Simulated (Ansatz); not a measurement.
# CH6OSi: the cost of one run

All numbers below are computed with Ansatz 0.2.0 (RKS PBE-D4/def2-SVP).

## 1. The system as given

Bond lengths: Si1–C2 2.070 Å, C2–H3 1.110 Å, C2–H4 1.110 Å, C2–H5 1.110 Å, Si1–H6 1.660 Å, Si1–O7 1.679 Å, O7–H8 1.010 Å, Si1–H9 1.459 Å. Angles: Si1–C2–H3 76.8°, Si1–C2–H4 131.6°, Si1–C2–H5 113.2°, H3–C2–H4 109.4°, H3–C2–H5 109.4°, H4–C2–H5 109.4°, C2–Si1–H6 46.7°, C2–Si1–O7 122.7°, C2–Si1–H9 122.7°, H6–Si1–O7 121.2°, H6–Si1–H9 121.2°, O7–Si1–H9 109.5°, Si1–O7–H8 109.5°.

Coordinates:

```xyz
9

Si    0.0000    0.0000    0.0000
C     1.1598    0.0000    1.7145
H     0.1602   -0.3092    2.0850
H     1.9274   -0.7111    2.0850
H     1.3918    1.0203    2.0850
H     1.6388    0.0000    0.2650
O    -0.7913    1.3709   -0.5594
H    -1.7491    1.1401   -0.7818
H    -0.6877   -1.1914   -0.4862
```

## 2. Pulling towards end A

Springs on the bonds that form and break draw the guess towards this end; the thresholds are loose.

input.yaml

```yaml
crystal:
  periodic: [false, false, false]
  atoms:
    - { symbol: Si, position_ang: [0.0, 0.0, 0.0] }
    - { symbol: C, position_ang: [1.1598, 0.0, 1.7145] }
    - { symbol: H, position_ang: [0.1602, -0.3092, 2.085] }
    - { symbol: H, position_ang: [1.9274, -0.7111, 2.085] }
    - { symbol: H, position_ang: [1.3918, 1.0203, 2.085] }
    - { symbol: H, position_ang: [1.6388, 0.0, 0.265] }
    - { symbol: O, position_ang: [-0.7913, 1.3709, -0.5594] }
    - { symbol: H, position_ang: [-1.7491, 1.1401, -0.7818] }
    - { symbol: H, position_ang: [-0.6877, -1.1914, -0.4862] }
basis:
  gaussian: { orbitals: def2-SVP }
hamiltonian:
  xc: pbe
  dispersion: d4
relax:
  f_tol: 0.15
  max_steps: 25
  restrain:
    - { distance: [1, 5], at: 2.31, k: 30.0 }
    - { distance: [0, 1], at: 1.87, k: 30.0 }
    - { distance: [0, 5], at: 1.46, k: 30.0 }
```

Launch:

```bash
$ ansatz run input.yaml --threads 1 --pin off --max-ram 2048MiB --backend cpu --events-out ev --progress --plain --runs-dir out
```

What time and memory should one allow on 1 thread of Arm Neoverse V1, shared host?

About 18 s, with a peak of 0.13 GiB.
